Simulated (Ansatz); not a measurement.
Coupled-cluster diagnostics for P₂S₄⁺, Ansatz.

Geometry of the doublet (PBE0-D4/def2-SVP):

```xyz
6

P    -1.552   -0.037    0.294
P     0.820    0.477   -1.264
S    -0.676   -1.032   -1.370
S     1.771   -0.406    0.751
S    -0.524    1.754   -0.219
S     0.160   -0.756    1.808
```

Correlated methods freeze 30 core orbitals. The structure comes from a short search, and lower isomers may exist.

**Question.** Estimate the CCSD(T) correlation energy, the shares of MP2 and (T), T1 and the reference's ⟨S²⟩ for: charge 1, doublet, own geometry in def2-SVP; and the rough time on 4 threads of Arm Neoverse V1 on a shared host.

**Answer.** 
```tsv
state	basis	correlation (eV)	MP2 share (%)	(T) share (%)	T1	⟨S²⟩ (pure)	wall time
charge 1, doublet, own geometry	def2-SVP	-22.256	88.4	5.0	0.021	0.77 (0.75)	14 s
```
Customary marks for T1 are 0.02 (closed shells), 0.045 (open shells) and about 0.05 (3d metals). T1 exceeds 0.02 in 1 of 1 rows and 0.045 in 0; the higher it lies, the less the single-reference result can be trusted.
